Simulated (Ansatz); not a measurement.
## Scan of [Cl···H···F], doublet

Starting geometry:

```yaml
atoms:
  - { symbol: Cl, position_ang: [0.0000, 0.0000, -1.2426] }
  - { symbol: H, position_ang: [0.0000, 0.0000, 0.0362] }
  - { symbol: F, position_ang: [0.0000, 0.0000, 1.2064] }
```

From there H2 is moved from one fragment to the other while all else, the fragments' distance too, stays fixed; atoms are numbered as listed. Energies are in kcal/mol, counted from the starting geometry at the same level.

Basis cc-pVDZ; Ansatz 0.2.0. Correlated methods freeze the noble-gas cores. Prefix R: restricted or restricted open-shell reference; prefix U: unrestricted.

Coupled cluster chose its determinant by trial CCSD, here up to 0.20 eV above the lowest Hartree–Fock solution of its kind. The reference follows the lowest state, whose symmetry changes along the scan.

Full CI isn't at hand for all of this; UCCSDT(Q) serves as the reference, and is uncertain by about the last step of the cluster series. The frozen core follows each run's orbitals, which can shift R against U totals by a few meV.

```json
{"distance Cl1-H2 (Å)": "1.189", "RCCSD": "7.3"}
{"distance Cl1-H2 (Å)": "1.279", "RCCSD": "0.0"}
{"distance Cl1-H2 (Å)": "1.317", "RCCSD": "-2.6"}
{"distance Cl1-H2 (Å)": "1.356", "RCCSD": "-5.6"}
{"distance Cl1-H2 (Å)": "1.395", "RCCSD": "-9.0"}
{"distance Cl1-H2 (Å)": "1.433", "RCCSD": "-12.4"}
{"distance Cl1-H2 (Å)": "1.472", "RCCSD": "-15.5"}
{"distance Cl1-H2 (Å)": "1.510", "RCCSD": "-17.8"}
{"distance Cl1-H2 (Å)": "1.549", "RCCSD": "-19.8"}
```

Problem. Estimate the UCCSDT(Q) curve in cc-pVDZ from this one, knowing how RCCSD errs.

Solution. The computed UCCSDT(Q) values, in kcal/mol from the starting point, and the error of RCCSD against them:
```json
{"distance Cl1-H2 (Å)": "1.189", "UCCSDT(Q)": "7.9", "RCCSD less UCCSDT(Q)": "-0.7"}
{"distance Cl1-H2 (Å)": "1.279", "UCCSDT(Q)": "0.0", "RCCSD less UCCSDT(Q)": "0.0"}
{"distance Cl1-H2 (Å)": "1.317", "UCCSDT(Q)": "-2.8", "RCCSD less UCCSDT(Q)": "0.2"}
{"distance Cl1-H2 (Å)": "1.356", "UCCSDT(Q)": "-5.9", "RCCSD less UCCSDT(Q)": "0.3"}
{"distance Cl1-H2 (Å)": "1.395", "UCCSDT(Q)": "-9.1", "RCCSD less UCCSDT(Q)": "0.1"}
{"distance Cl1-H2 (Å)": "1.433", "UCCSDT(Q)": "-12.2", "RCCSD less UCCSDT(Q)": "-0.2"}
{"distance Cl1-H2 (Å)": "1.472", "UCCSDT(Q)": "-15.1", "RCCSD less UCCSDT(Q)": "-0.4"}
{"distance Cl1-H2 (Å)": "1.510", "UCCSDT(Q)": "-17.1", "RCCSD less UCCSDT(Q)": "-0.7"}
{"distance Cl1-H2 (Å)": "1.549", "UCCSDT(Q)": "-18.5", "RCCSD less UCCSDT(Q)": "-1.2"}
```

The error spans 1.5 kcal/mol and is largest, -1.2 kcal/mol, at 1.549 Å.
